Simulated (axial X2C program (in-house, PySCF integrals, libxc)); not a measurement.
**NaLi⁺: bond curves with and without spin–orbit coupling**

Aim: find the lowest determinant of NaLi⁺, scan the bond at several levels and fit the constants, once spin-free and once with spin–orbit coupling.

Computed with an in-house X2C program for linear molecules on PySCF integrals. Level: all-electron X2C, Na dyall-cv3z, Li dyall-cv3z.

All values are calculated.

**1. Input**

Contents of task.json:

```json
{
 "zs": [
  11,
  3
 ],
 "q": 1,
 "bas": [
  "dyall-cv3z",
  "dyall-cv3z"
 ],
 "levels": [
  "PBE0",
  "HF",
  "B97-3"
 ],
 "cc": true,
 "r0": 2.88,
 "thr": -2.0,
 "nmax": 90,
 "npts": 10,
 "nst": 2,
 "ntry": 6
}
```

Keys: zs atomic numbers; q charge; bas basis sets; levels methods (HF also brings MP2); cc coupled cluster on or off; r0 starting distance in Å; thr threshold in hartree for freezing inner shells (an s shell follows its p shell); nmax most natural virtual spinors; npts points asked for on the curve; nst determinants followed; ntry starts of the search.

Launch:

```bash
$ python so2c.py task.json out
```

Spin-free means the one-electron spin-free X2C Hamiltonian; two-component (2c) means X2C with spin–orbit coupling and atomic mean-field two-electron Coulomb and Gaunt terms. Basis: Na dyall-cv3z contracted to [9s8p5d2f], Li dyall-cv3z contracted to [7s8p2d]; Gaussian nuclei, density fitting. Masses: Na 22.990 u, Li 7.016 u.

Notation: σ, π±, δ± give the projection m of an orbital's angular momentum (0, ±1, ±2), α and β its spin, Λ and M_S the sums; ω is the projection of a spinor's total angular momentum and Ω the sum. Logs are in hartree.

Further steps of the session: PBE0, spin-free; HF, spin-free; B97-3, spin-free; Correlated methods, spin-free; PBE0, 2c; HF, 2c; B97-3, 2c; Correlated methods, 2c.

**Question.** What will these runs give? Wanted: for each run, Hamiltonian; Re; ωe; De; μ.

As calculated:

Lowest determinant that the search found at its distance, spin-free: M_S = 1/2, Λ = 0 (beyond closed shells: σα).

Lowest determinant that the search found at its distance, 2c: Ω = 1/2 (excess of +ω over −ω: ω = 1/2).

```tsv
Hamiltonian	level	Re (Å)	ωe (cm⁻¹)	De (eV)	μ (D)
spin-free	PBE0	3.376	181.5	1.03	3.91
spin-free	HF	3.440	186.4	0.930	3.57
spin-free	MP2	3.391	190.0	1.00	n/a
spin-free	CCSD	3.390	190.2	1.00	n/a
spin-free	CCSD(T)	3.388	190.3	1.01	n/a
spin-free	B97-3	3.424	180.0	0.902	3.75
2c	PBE0	3.376	181.5	1.03	3.91
2c	HF	3.440	186.4	0.930	3.57
2c	MP2	3.391	190.0	1.00	n/a
2c	CCSD	3.390	190.2	1.00	n/a
2c	CCSD(T)	3.388	190.3	1.01	n/a
2c	B97-3	3.424	180.0	0.902	3.75
```

Dipoles are positive if Li is the positive end and refer to the centre of mass.

**Reading.** At CCSD(T), going from spin-free to two-component changes Re by 0 mÅ, ωe by 0.0 %, which is small (part of it comes from the scalar share of the two-electron terms). De moves by 0.00 eV; both De rest on single-determinant atoms, which can miss part of an open shell's spin–orbit lowering.

De refers to Na+ + Li, each in the lowest determinant found, which need not be this curve's own limit. The state is a single determinant with fixed occupations, the lowest that a limited PBE0 search found. Dissociation energies refer to the lowest single-determinant-based atoms at the same level and basis. Density functionals use the spin component along the axis (collinear). CCSD and (T) use frozen natural virtuals with an MP2 correction for the truncation.
